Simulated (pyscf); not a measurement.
`[OH][Ga][F]` [doublet] + `[FH]` → `[OH][Ga]([F])[F]` + `[H]` [doublet] (atom transfer; doublet surface; F–H broken, F–Ga formed). Single points on ωB97X-D3(BJ)/def2-SVP structures (PySCF, gas phase). Energies in eV from the separated reactants.

```csv
level,barrier,reaction energy
ωB97X-D3(BJ)/def2-TZVP,?,+0.45
r²SCAN/def2-TZVP,1.09,+0.58
B3LYP-D3(BJ)/def2-TZVP,1.21,+0.71
PBE0-D3(BJ)/def2-TZVP,?,?
M06-2X/def2-TZVP,1.40,+0.51
ωB97M-D3(BJ)/def2-TZVP,1.47,+0.61
```

Complete the blanks.


- ωB97X-D3(BJ)/def2-TZVP, barrier: 1.46
- PBE0-D3(BJ)/def2-TZVP, barrier: 1.26
- PBE0-D3(BJ)/def2-TZVP, reaction energy: +0.59

The functionals in the table span 0.39 eV in this barrier, from r²SCAN to ωB97M-D3(BJ)/def2-TZVP. On the reactant side the descent ends in an adduct with a F–Ga contact, 0.43 eV under the separated species and 1.89 eV under the saddle at ωB97X-D3(BJ)/def2-TZVP. What is counted as formed (F–Ga) is already present as a longer contact in the reactant adduct; forming that adduct is a step of its own. One saddle was located; it need not be the lowest between these sides. The angle at the transferred F is 147°. Elements up to Kr have no core potential and no relativistic terms here.
